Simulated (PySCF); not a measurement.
# CCl3F (CFCl3): the cost of one run

Computed with PySCF 2.14.0, with density-fitted response routines of our own, on a single molecule in the gas phase. Atoms are numbered from 0 throughout.

## Step 1: The starting structure

5 atoms, charge 0, multiplicity 1; geometry from: GFN2-xTB.

Bonds of the start (Å): F0–C1 1.34, C1–Cl2 1.77, C1–Cl3 1.77, C1–Cl4 1.77.

## Step 2: Shielding tensors: mPW1PW91/Sadlej pVTZ

The job: settings as JSON, then the geometry in Å.

```
{"job": {"kind": "nmr", "xc": "mPW1PW91", "basis": "Sadlej pVTZ", "pop": false}, "charge": 0, "multiplicity": 1}
F      0.060305    -0.141039     1.396058
C      0.004642    -0.006315     0.066724
Cl    -0.457934     1.660563    -0.312646
Cl     1.602752    -0.370613    -0.603874
Cl    -1.201142    -1.139743    -0.563447
```

With the program's defaults for keys left out, this is: GIAO mPW1PW91/Sadlej pVTZ NMR shielding, non-relativistic, gas phase.

Launch:

```
$ OMP_NUM_THREADS=1 python probes_run.py task.json out
```

The driver reads the jobs from task.json and runs them one after another.

**Question.** How long does this first job take on 1 thread of Intel Xeon at 2.30GHz, shared host, and how much memory does it need?

About 7.9 s, with a peak of 0.72 GiB.
